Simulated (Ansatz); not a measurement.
C2H2F2O, SMILES `F[C@@H]1O[C@H]1F`, relaxed with RKS PBE0-D4/def2-TZVP in Ansatz 0.2.0 from a PBE-D4/def2-SVP geometry. The force threshold is 0.005 eV/Å; the program also tests the step.

Total charge 0; spin multiplicity 1.

Start:

```xyz
7

F    -1.439    0.259    1.122
C    -0.548   -0.370    0.317
O     0.784   -0.392    0.781
C     0.505    0.391   -0.360
F     1.036   -0.057   -1.523
H    -0.953   -1.319   -0.085
H     0.614    1.488   -0.252
```

**Question.** How much energy does the relaxation release, and in how many steps? (An estimate is asked.)

**Answer.** The calculation gave: 3.61 kJ/mol, in 5 steps, 1 of them rejected.

**Question.** Which bonds change most? (An estimate is asked.)

**Answer.** Ansatz gave: C4–H7 from 1.107 to 1.086 Å; C2–H6 from 1.107 to 1.086 Å; C2–C4 from 1.465 to 1.447 Å; C2–O3 from 1.411 to 1.395 Å.

**Question.** Give the relaxed structure. (Estimate.)

**Answer.** Computed: 
```xyz
7

F    -1.422    0.257    1.111
C    -0.542   -0.367    0.309
O     0.774   -0.386    0.771
C     0.496    0.390   -0.355
F     1.025   -0.058   -1.506
H    -0.938   -1.300   -0.082
H     0.607    1.465   -0.247
```
